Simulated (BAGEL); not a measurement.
# B2PH7 (SMILES B[PH2+][BH3-]): levels of theory compared

We compute a comparison of 4 runs (B3LYP/6-31G*, B3LYP/def2-SVPD, PBE0/def2-SVPD, RI-MP2/def2-SVPD) of B2PH7. 

Program for the calculation: BAGEL 1.2.2.

1 further run of the same task is left out (it didn't finish).

**1. Starting point**

The species is B2PH7 (10 atoms), meant as a singlet with charge 0. SMILES: `B[PH2+][BH3-]`. The coordinates come from a GFN2-xTB relaxation.

Bond lengths: B1–P2 1.835 Å, P2–B3 1.948 Å, B1–H4 1.168 Å, B1–H5 1.167 Å, P2–H6 1.383 Å, P2–H7 1.384 Å, B3–H8 1.189 Å, B3–H9 1.192 Å, B3–H10 1.192 Å. Some angles: B1–P2–B3 109.9°, B1–P2–H6 110.2°, B1–P2–H7 110.2°, B3–P2–H6 113.6°, B3–P2–H7 113.9°, P2–B1–H4 119.5°, P2–B1–H5 119.5°, P2–B3–H8 104.5°, P2–B3–H9 104.7°, P2–B3–H10 104.8°.

**2. The energy at B3LYP/6-31G(d) (density fitting with qzvpp-jkfit, spherical functions) (run 1)**

Contents of calc.json:

```json
{ "bagel" : [

{
  "title" : "molecule",
  "basis" : "6-31gs.json",
  "df_basis" : "qzvpp-jkfit",
  "angstrom" : true,
  "geometry" : [
    { "atom" : "B", "xyz" : [      -1.337570,       0.322430,      -1.001140 ] },
    { "atom" : "P", "xyz" : [       0.153200,       0.715070,      -0.005340 ] },
    { "atom" : "B", "xyz" : [       0.882520,      -0.916050,       0.770480 ] },
    { "atom" : "H", "xyz" : [      -2.380750,       0.267450,      -0.477810 ] },
    { "atom" : "H", "xyz" : [      -1.215440,       0.004950,      -2.117760 ] },
    { "atom" : "H", "xyz" : [      -0.139400,       1.691490,       0.929760 ] },
    { "atom" : "H", "xyz" : [       1.062190,       1.429400,      -0.765390 ] },
    { "atom" : "H", "xyz" : [       1.832650,      -0.554150,       1.387120 ] },
    { "atom" : "H", "xyz" : [       0.000570,      -1.351600,       1.443890 ] },
    { "atom" : "H", "xyz" : [       1.142040,      -1.608990,      -0.163820 ] }
  ]
},

{ "title" : "ks", "xc_func" : "b3lyp", "charge" : 0 },

{ "title" : "print", "file" : "orbitals.molden", "orbitals" : true }

]}
```

The basis set 6-31G* is read from a file made from the Basis Set Exchange's data (not shown).

Command:

```
$ BAGEL_NUM_THREADS=1 BAGEL calc.json > calc.out
```

The log of the run:

```text
* using 1 threads per process

  ===============================================================
  ===============================================================

  *** Geometry ***

  { "atom" : "B", "xyz" : [     -2.527641,      0.609304,     -1.891880 ] },
  { "atom" : "P", "xyz" : [      0.289506,      1.351286,     -0.010091 ] },
  { "atom" : "B", "xyz" : [      1.667721,     -1.731084,      1.455996 ] },
[... 6 lines of this table left out ...]
  { "atom" : "H", "xyz" : [      2.158143,     -3.040550,     -0.309575 ] },

  Number of auxiliary basis functions:      404

  Since a DF basis is specified, we compute 2- and 3-index integrals:
    o Being stored without compression. Storage requirement is 0.012 GB

  Number of basis functions:       60
  Number of electrons      :       32

    * METHOD: MOLECULE                             0.15

  *** Kohn-Sham DFT ***

    * Removing 17779 points whose weight is below 1.00e-10
    * Grid points: 131281

  === Nuclear Repulsion ===
    95.7488727379

       - DIIS with orbital gradients will be used.

  === KS iteration (b3lyp / 6-31gs.json) ===
      0       -357.01723621          0.09374286           0.25
      1       -302.08587488          0.19004204           0.24
      2       -357.73416675          0.10196533           0.24
[... 19 lines of this table left out ...]
     22       -395.21392063          0.00000000           0.24
    * SCF iteration converged.

    * Permanent dipole moment:
           (    0.646777,    -1.324862,     0.669611) a.u.

    * METHOD: KS                                   6.20

    * METHOD: PRINT                                0.01

  ===============================================================
```

Wall time 6.6 s (1 thread of Arm Neoverse V1, shared host); peak memory 0.37 GiB.

**3. A single-point energy at B3LYP/def2-SVPD (density fitting with qzvpp-jkfit) (run 2)**

Contents of input.json:

```json
{ "bagel" : [

{
  "title" : "molecule",
  "basis" : "def2-svpd.json",
  "df_basis" : "qzvpp-jkfit",
  "angstrom" : true,
  "geometry" : [
    { "atom" : "B", "xyz" : [   -1.337570,    0.322430,   -1.001140 ] },
    { "atom" : "P", "xyz" : [    0.153200,    0.715070,   -0.005340 ] },
    { "atom" : "B", "xyz" : [    0.882520,   -0.916050,    0.770480 ] },
    { "atom" : "H", "xyz" : [   -2.380750,    0.267450,   -0.477810 ] },
    { "atom" : "H", "xyz" : [   -1.215440,    0.004950,   -2.117760 ] },
    { "atom" : "H", "xyz" : [   -0.139400,    1.691490,    0.929760 ] },
    { "atom" : "H", "xyz" : [    1.062190,    1.429400,   -0.765390 ] },
    { "atom" : "H", "xyz" : [    1.832650,   -0.554150,    1.387120 ] },
    { "atom" : "H", "xyz" : [    0.000570,   -1.351600,    1.443890 ] },
    { "atom" : "H", "xyz" : [    1.142040,   -1.608990,   -0.163820 ] }
  ]
},
{ "title" : "ks", "xc_func" : "b3lyp" },
{ "title" : "print", "file" : "orbitals.molden", "orbitals" : true }

]}
```

The basis set def2-SVPD is read from a file made from the Basis Set Exchange's data (not shown).

Command:

```
$ BAGEL_NUM_THREADS=1 BAGEL input.json > input.out
```

The log of the run:

```text
* using 1 threads per process

  ===============================================================
  ===============================================================

  *** Geometry ***

  { "atom" : "B", "xyz" : [     -2.527641,      0.609304,     -1.891880 ] },
  { "atom" : "P", "xyz" : [      0.289506,      1.351286,     -0.010091 ] },
  { "atom" : "B", "xyz" : [      1.667721,     -1.731084,      1.455996 ] },
[... 6 lines of this table left out ...]
  { "atom" : "H", "xyz" : [      2.158143,     -3.040550,     -0.309575 ] },

  Number of auxiliary basis functions:      404

  Since a DF basis is specified, we compute 2- and 3-index integrals:
    o Being stored without compression. Storage requirement is 0.047 GB

  Number of basis functions:      120
  Number of electrons      :       32

    * METHOD: MOLECULE                             0.20

  *** Kohn-Sham DFT ***

    * Removing 17779 points whose weight is below 1.00e-10
    * Grid points: 131281

  === Nuclear Repulsion ===
    95.7488727379

       - DIIS with orbital gradients will be used.

  === KS iteration (b3lyp / def2-svpd.json) ===
      0       -355.24628715          0.06990705           0.46
      1       -300.63050845          0.13937557           0.45
      2       -356.63579343          0.07079790           0.45
[... 20 lines of this table left out ...]
     23       -395.09637320          0.00000000           0.45
    * SCF iteration converged.

    * Permanent dipole moment:
           (    0.620323,    -1.327352,     0.650982) a.u.

    * METHOD: KS                                  11.68

    * METHOD: PRINT                                0.04

  ===============================================================
```

It took 12 s on 1 thread of Arm Neoverse V1, shared host; peak memory 0.69 GiB.

**4. A single-point energy at PBE0/def2-SVPD (density fitting with qzvpp-jkfit) (run 3)**

Contents of calc.json:

```json
{ "bagel": [

{
  "title": "molecule",
  "basis": "def2-svpd.json",
  "df_basis": "qzvpp-jkfit",
  "angstrom": true,
  "geometry": [
    { "atom": "B", "xyz": [      -1.337570,       0.322430,      -1.001140 ] },
    { "atom": "P", "xyz": [       0.153200,       0.715070,      -0.005340 ] },
    { "atom": "B", "xyz": [       0.882520,      -0.916050,       0.770480 ] },
    { "atom": "H", "xyz": [      -2.380750,       0.267450,      -0.477810 ] },
    { "atom": "H", "xyz": [      -1.215440,       0.004950,      -2.117760 ] },
    { "atom": "H", "xyz": [      -0.139400,       1.691490,       0.929760 ] },
    { "atom": "H", "xyz": [       1.062190,       1.429400,      -0.765390 ] },
    { "atom": "H", "xyz": [       1.832650,      -0.554150,       1.387120 ] },
    { "atom": "H", "xyz": [       0.000570,      -1.351600,       1.443890 ] },
    { "atom": "H", "xyz": [       1.142040,      -1.608990,      -0.163820 ] }
  ]
},

{ "title": "ks", "xc_func": "pbe0" },

{ "title": "print", "file": "orbitals.molden", "orbitals": true }

]}
```

The basis set def2-SVPD is read from a file made from the Basis Set Exchange's data (not shown).

Command:

```
$ BAGEL_NUM_THREADS=1 BAGEL calc.json > calc.out
```

The log of the run:

```text
* using 1 threads per process

  ===============================================================
  ===============================================================

  *** Geometry ***

  { "atom" : "B", "xyz" : [     -2.527641,      0.609304,     -1.891880 ] },
  { "atom" : "P", "xyz" : [      0.289506,      1.351286,     -0.010091 ] },
  { "atom" : "B", "xyz" : [      1.667721,     -1.731084,      1.455996 ] },
[... 6 lines of this table left out ...]
  { "atom" : "H", "xyz" : [      2.158143,     -3.040550,     -0.309575 ] },

  Number of auxiliary basis functions:      404

  Since a DF basis is specified, we compute 2- and 3-index integrals:
    o Being stored without compression. Storage requirement is 0.047 GB

  Number of basis functions:      120
  Number of electrons      :       32

    * METHOD: MOLECULE                             0.20

  *** Kohn-Sham DFT ***

    * Removing 17779 points whose weight is below 1.00e-10
    * Grid points: 131281

  === Nuclear Repulsion ===
    95.7488727379

       - DIIS with orbital gradients will be used.

  === KS iteration (pbe0 / def2-svpd.json) ===
      0       -355.10779588          0.06974991           0.46
      1       -300.56075108          0.13765500           0.45
      2       -356.55840014          0.07067243           0.45
[... 20 lines of this table left out ...]
     23       -394.85178727          0.00000000           0.44
    * SCF iteration converged.

    * Permanent dipole moment:
           (    0.620490,    -1.328479,     0.651156) a.u.

    * METHOD: KS                                  11.67

    * METHOD: PRINT                                0.04

  ===============================================================
```

It took 12 s on 1 thread of Arm Neoverse V1, shared host; peak memory 0.69 GiB.

**5. A single-point energy at RI-MP2/def2-SVPD (density fitting with qzvpp-jkfit) (run 4)**

Contents of mp2.json:

```json
{ "bagel" : [

{
  "title" : "molecule",
  "basis" : "def2-svpd.json",
  "df_basis" : "qzvpp-jkfit",
  "angstrom" : true,
  "geometry" : [
    { "atom" : "B", "xyz" : [      -1.337570,       0.322430,      -1.001140 ] },
    { "atom" : "P", "xyz" : [       0.153200,       0.715070,      -0.005340 ] },
    { "atom" : "B", "xyz" : [       0.882520,      -0.916050,       0.770480 ] },
    { "atom" : "H", "xyz" : [      -2.380750,       0.267450,      -0.477810 ] },
    { "atom" : "H", "xyz" : [      -1.215440,       0.004950,      -2.117760 ] },
    { "atom" : "H", "xyz" : [      -0.139400,       1.691490,       0.929760 ] },
    { "atom" : "H", "xyz" : [       1.062190,       1.429400,      -0.765390 ] },
    { "atom" : "H", "xyz" : [       1.832650,      -0.554150,       1.387120 ] },
    { "atom" : "H", "xyz" : [       0.000570,      -1.351600,       1.443890 ] },
    { "atom" : "H", "xyz" : [       1.142040,      -1.608990,      -0.163820 ] }
  ]
},

{ "title" : "hf" },

{ "title" : "mp2", "ncore" : 7 }

]}
```

The basis set def2-SVPD is read from a file made from the Basis Set Exchange's data (not shown).

Command:

```
$ BAGEL_NUM_THREADS=1 BAGEL mp2.json > mp2.out
```

The log of the run:

```text
* using 1 threads per process

  ===============================================================
  ===============================================================

  *** Geometry ***

  { "atom" : "B", "xyz" : [     -2.527641,      0.609304,     -1.891880 ] },
  { "atom" : "P", "xyz" : [      0.289506,      1.351286,     -0.010091 ] },
  { "atom" : "B", "xyz" : [      1.667721,     -1.731084,      1.455996 ] },
[... 6 lines of this table left out ...]
  { "atom" : "H", "xyz" : [      2.158143,     -3.040550,     -0.309575 ] },

[... 23 lines left out ...]
    * SCF iteration converged.
[... 1 line left out ...]
    * Permanent dipole moment:
[... 2 lines left out ...]
    * METHOD: HF                                   0.89

  *** RHF ***

  === Nuclear Repulsion ===
    95.7488727379

      * DIIS with orbital gradients will be used.

  === RHF iteration (def2-svpd.json) ===
      0       -393.98121664          0.00000000           0.05
    * SCF iteration converged.

    * Permanent dipole moment:
           (    0.783810,    -1.476458,     0.790962) a.u.

  === DF-MP2 calculation ===

    * freezing 7 orbitals
    * 3-index integral transformation done
    * assembly done

      MP2 correlation energy:   -0.3370505855      0.04

      MP2 total energy:       -394.3182672289

    * METHOD: MP2                                  0.17

  ===============================================================
```

Wall time 1.4 s (1 thread of Arm Neoverse V1, shared host); peak memory 0.14 GiB.

**6. Overview of the runs**

```csv
run,level,frozen core orbitals,energy (Eh),dipole moment (D),HOMO energy (eV),LUMO energy (eV),wall time
1,"B3LYP/6-31G* (density fitting with qzvpp-jkfit, spherical functions)",–,-395.213921,4.12,-8.08,-2.79,6.6 s
2,B3LYP/def2-SVPD (density fitting with qzvpp-jkfit),–,-395.096373,4.08,-8.31,-3.10,12 s
3,PBE0/def2-SVPD (density fitting with qzvpp-jkfit),–,-394.851787,4.08,-8.50,-2.89,12 s
4,RI-MP2/def2-SVPD (density fitting with qzvpp-jkfit),7,-394.318267,–,–,–,1.4 s
```

**7. Summary of results**

| quantity | value |
| --- | --- |
| run 4: total energy | -394.31827 Eh |
| run 4: correlation energy (7 core orbitals frozen) | -337.1 mEh |

**Reading.** Over runs 1, 2, 3 the dipole moment (its size) runs from 4.08 D (B3LYP/def2-SVPD) to 4.12 D (B3LYP/6-31G*). Over runs 1, 2, 3 the HOMO–LUMO gap runs from 5.21 eV (B3LYP/def2-SVPD) to 5.60 eV (PBE0/def2-SVPD). Totals of different functionals can't be ranked against each other. All runs together took 33 s, the longest 12 s.
